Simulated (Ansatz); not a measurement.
# B₂+ (doublet): the correlation ladder at distance B1–B2 = 2.350 Å, cc-pVTZ

Aim: climb from Hartree-Fock through coupled cluster and multireference methods for B₂+ (doublet) at one geometry and basis, and see what each rung misses.

Method: cc-pVTZ, core rule «outside noble gas», up to 2 orbitals frozen; program: Ansatz 0.2.0, Gaussian basis.

Plan: UHF; CCSD(T) on ROHF; CCSD(T) on UHF; BCCD(T) on ROHF; CISD as a restricted active space (open shells left free, so some higher excitations enter); CCSDT(Q) on ROHF; CCSDT(Q) on UHF; CASSCF and MRCISD+Q, 3 electrons in 3 orbitals; CASSCF and NEVPT2, 3 electrons in 3 orbitals; CASSCF and MRCISD+Q, 5 electrons in 8 orbitals; CASSCF and NEVPT2, 5 electrons in 8 orbitals; Full CI.

16 further runs of the same task are left out: 13 that didn't finish, 3 set aside as unsound or not needed. Runs told in other sessions of the task aren't counted.

### 1 The geometry

The geometry derives from a PBE0/def2-TZVP stationary point (not a proven minimum). One bond is set to the value named and the two fragments are kept rigid.

2 atoms, charge 1, spin multiplicity 2.

Atoms are counted from 1 here; the program's logs count them from 0.

No contacts short enough for the rule that draws bonds.

### 2 UHF

File in.yaml:

```yaml
crystal:
  periodic: [false, false, false]
  atoms:
    - {symbol: B, position_ang: [0.000000, 0.000000, 0.000000]}
    - {symbol: B, position_ang: [0.000000, 0.000000, 2.350000]}
basis:
  gaussian: {orbitals: cc-pVTZ}
total_charge: 1
magnetization: {spin_polarized: true, initial_magnetization: 1}
hamiltonian: {xc: hf}
output: {orbitals: {seedname: orbitals}}
```

Started as:

```sh
ansatz run in.yaml --threads 1 --pin off --events-out ev --progress --plain --max-ram 2393MiB
```

After this run come: CCSD(T) on ROHF; CCSD(T) on UHF; BCCD(T) on ROHF; CISD as a restricted active space (open shells left free, so some higher excitations enter); CCSDT(Q) on ROHF; CCSDT(Q) on UHF; CASSCF and MRCISD+Q, 3 electrons in 3 orbitals; CASSCF and NEVPT2, 3 electrons in 3 orbitals; CASSCF and MRCISD+Q, 5 electrons in 8 orbitals; CASSCF and NEVPT2, 5 electrons in 8 orbitals; Full CI.

Q: Predict the results of all the runs planned. Wanted: FCI from the RHF energy; RMP2 from FCI; UMP2 from FCI; RCCSD from FCI; RCCSD(T) from FCI; UCCSD(T) from FCI; RCCSDT(Q) from FCI; UCCSDT(Q) from FCI; NEVPT2 pair from FCI.

The runs gave:

| quantity | value |
| --- | --- |
| FCI from the ROHF energy | -3.9952 eV |
| RMP2 from FCI | +1255.1 meV |
| UMP2 from FCI | +1306.0 meV |
| RCCSD from FCI | +149.4 meV |
| RCCSD(T) from FCI | +32.1 meV |
| UCCSD(T) from FCI | +32.2 meV |
| RCCSDT(Q) from FCI | +0.8 meV |
| UCCSDT(Q) from FCI | +0.1 meV |
| NEVPT2 pair from FCI | +1191.9 meV |
| MRCISD+Q pair from FCI | -71.6 meV |
| NEVPT2 valence from FCI | +279.8 meV |
| levels within 1 kcal/mol (43 meV) | RCCSD(T), UCCSD(T), BCCD(T), RCCSDT, UCCSDT, RCCSDT(Q), UCCSDT(Q), MRCISD valence, MRCISD+Q valence |
| T1 diagnostic | 0.039 |
| effectively unpaired electrons | 1.20 |

What this shows: RCCSD(T) lands +32.1 meV from the yardstick (0.8 % of the correlation energy). MRCISD+Q pair, MRCISD+Q valence fall below full CI: the +Q correction isn't variational, and the cores differ from full CI's. One determinant dominates. Of the multireference levels listed MRCISD+Q valence comes nearest in total energy (-10.0 meV), which doesn't show that its space is the better one. These misses are within one basis, not against nature; the frozen cores of restricted and unrestricted runs differ, which can shift their rows.

Levels on UHF freeze UHF's core orbitals, full CI those of ROHF, so the U rows can settle a little off it for that reason alone.

With open shells the CI space here admits some higher excitations, so it is larger than plain CISD.
